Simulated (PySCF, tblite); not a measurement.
## Complex of Li+ and 2 × hydrogen fluoride

A gas-phase complex of Li+ and 2 × hydrogen fluoride; charge +1, singlet. The structure comes from a short search (6 tight-binding starts) and was optimised by PBE0-D3(BJ)/def2-TZVPD; another way of binding may lie lower.

This structure isn't a minimum: the optimisation stopped short of the minimum along a soft mode, which is imaginary here (130i cm⁻¹ by PBE0-D3(BJ)/def2-TZVPD), and forces of up to 0.009 eV/Å are left. All values below rest on it.

Parts: 1 = Li+ ([Li+]), atoms 1, charge +1; 2 = hydrogen fluoride (F), atoms 2–3; 3 = hydrogen fluoride (F), atoms 4–5.

Coordinates in Å:
```
Li1    -0.538   -1.214    0.105
F2      0.919   -2.067    0.775
H3      1.620   -2.579    1.112
F4     -2.070   -0.522   -0.588
H5     -2.908   -0.325   -0.940
```

Contacts between parts, classed by geometry: Li1···F2 1.817 Å (ion contact); Li1···F4 1.818 Å (ion contact).

Interaction energies are complex less parts, with the parts frozen as they stand in it; counterpoise-corrected, in kcal/mol (PySCF).

Question: How strongly do the parts interact, level by level?

Answer: 
```tsv
level	interaction	superposition error removed
wB97M-D3(BJ)/def2-TZVPD	-43.07	-0.11
PBE0-D3(BJ)/def2-TZVPD	-43.59	-0.09
```

Question: What holds them together? Decompose the wB97M-D3(BJ)/def2-TZVPD energy: frozen parts, their antisymmetrised product, then relaxation.

Answer: electrostatic -34.9, Pauli repulsion +11.4, orbital relaxation -18.9, dispersion correction -0.7 kcal/mol, which sum to the value before the counterpoise correction; the Pauli term holds the exchange-correlation of the frozen density too. Of the attraction, 64 % is electrostatic, 35 % is orbital relaxation, 1 % is dispersion correction.

Question: Are the pair energies additive?

Answer: The pairs sum to -44.96 kcal/mol (1–2 -22.8, 1–3 -22.8, 2–3 0.6); the rest of +1.88 is a many-body weakening.

The parts were also relaxed and run alone, at the levels used for the complex: shieldings by PBE0/pcSseg-2; core levels by delta-SCF with SCAN, pcX-2 on the ionised atom and pcseg-1 elsewhere, spin-free X2C.

Values alone: shielding of Li1 (ppm): 95.2; shielding of F2 (ppm): 410.5; shielding of F4 (ppm): 410.5; F2 1s core level (eV): 694.11.

Question: How do these values change when the complex forms?

Answer: 
```tsv
property	alone	in the complex	change
shielding of Li1 (ppm)	95.2	93.8	-1.4
shielding of F2 (ppm)	410.5	414.6	+4.1
shielding of F4 (ppm)	410.5	414.4	+3.9
F2 1s core level (eV)	694.11	700.81	+6.69
```
